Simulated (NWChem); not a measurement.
chloromethane (CH3Cl); SMILES CCl

Program: NWChem. Pople sets run with spherical d functions. Geometry: optimised at PBE0/def2-SVP. Static field.

| level | basis functions | isotropic polarisability (bohr³) | anisotropy (bohr³) |
|---|---|---|---|
| B3LYP/6-31G* | 38 | 20.0 | 11.1 |
| B3LYP/6-31+G* | 46 | 23.0 | 10.1 |
| B3LYP/def2-SVP | 47 | 19.9 | 10.4 |
| B3LYP/def2-SVPD | 71 | 29.5 | 9.4 |
| B3LYP/def2-TZVP | 86 | ___ | 10.6 |
| B3LYP/aug-cc-pVDZ | 77 | 29.1 | 10.4 |
| B3LYP/Sadlej pVTZ | 83 | 30.2 | 9.8 |
| B3LYP/def2-TZVPD | 110 | 30.2 | 9.9 |
| B3LYP/aug-cc-pVTZ | 165 | 30.0 | 10.0 |

Problem. What belongs in the gaps?

Solution. 
- B3LYP/def2-TZVP, isotropic polarisability (bohr³): 24.9
